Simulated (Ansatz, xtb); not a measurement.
**C4H3NO: which of two isomers lies lower**

Structure a: `N#C/C=C\C=O`, a singlet. Structure b: `C=C(C#N)C=O`, a singlet. Both are isolated molecules in the gas phase, relaxed with r2SCAN-D4/def2-SVP; each stands in its lowest conformer found.

Energies in hartree; the thermal terms are from r2SCAN-D4/def2-SVP harmonic frequencies (ideal gas, rigid rotor, one conformer each, 298.15 K, 1 atm) and include the zero-point energy:

```
                              a           b
E, CCSD(T)/def2-SVP  −283.174610  −283.175922
    E, MP2/def2-SVP  −283.111437  −283.111829
  E, MP2/def2-TZVPP  −283.626484  −283.624924
  zero-point energy     0.060171     0.059976
       H(298 K) − E     0.066965     0.066770
       G(298 K) − E     0.030570     0.030524
```

Task: Correct the CCSD(T) difference for the basis set by the MP2 change, then work out ΔE, ΔE₀, ΔH and ΔG for a → b in kcal/mol (1 Eh = 627.51 kcal/mol) and the equilibrium ratio [b]/[a].

Result: 1. Differences b − a: CCSD(T) −0.001312, MP2 in the small set −0.000392, MP2 in the large set +0.001560 Eh.
2. ΔE = −0.001312 + (+0.001560 − (−0.000392)) = +0.000640 Eh = +0.40 kcal/mol.
3. ΔE₀ = ΔE + ΔZPE = +0.000640 + (−0.000195) Eh = +0.28 kcal/mol.
4. ΔH = ΔE + (−0.000195) Eh = +0.28 kcal/mol.
5. ΔG = ΔE + (−0.000046) Eh = +0.37 kcal/mol, so ΔS = (ΔH − ΔG)/T = −1.3 J/(mol K).
6. kT = 0.9442 mEh, so K = [b]/[a] = exp(−ΔG/kT) = exp(−0.63) ≈ 0.53.

The two are too close for this level to say which is favoured. An error of 1 kcal/mol in ΔG would change K by a factor of 5.4. Mirror images and further conformers aren't counted.

As drawn, both hold the same kinds of bond in the same numbers.

Other levels gave ΔE = +1.3 (GFN2-xTB); −0.2 (HF/STO-3G, GFN2-xTB geometries); +0.9 (r2SCAN-D4/def2-SVP//GFN2-xTB); +0.8 (r2SCAN-D4/def2-SVP); −1.3 (HF/def2-SVP); −0.2 (MP2/def2-SVP); −0.8 (CCSD(T)/def2-SVP) kcal/mol. The correlated steps freeze 6 core orbitals. Programs: Ansatz 0.2.0, xtb 6.7.1.
